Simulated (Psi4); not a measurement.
Psi4 input (wB97X-D/6-31G*):

```
memory 1500 MB

molecule {
0 3
C     1.28821393    0.13704514    0.01192045
C     0.00466619    0.47258385    0.00111358
H     1.60232982   -0.90099925    0.01239769
H     2.07098219    0.88456380    0.02066987
H    -0.26121508    1.52666987    0.00110742
C    -1.13838143   -0.49205935   -0.01137507
H    -0.78875001   -1.52536103   -0.01056700
H    -1.78307485   -0.34713453    0.86039285
H    -1.76726422   -0.34315674   -0.89395457
symmetry c1
no_reorient
no_com
}

set {
  basis 6-31G*
  reference uks
  scf_type pk
  dft_radial_points 99
  dft_spherical_points 590
  e_convergence 1e-8
  d_convergence 1e-7
  maxiter 150
}

e = energy('wb97x-d')
print_out(f'\nFINAL {e:.10f} DIPOLE {variable("CURRENT DIPOLE")[0]:.6f} {variable("CURRENT DIPOLE")[1]:.6f} {variable("CURRENT DIPOLE")[2]:.6f}\n')
```

Problem. Predict the final energy.

Solution. -117.69595 Eh.
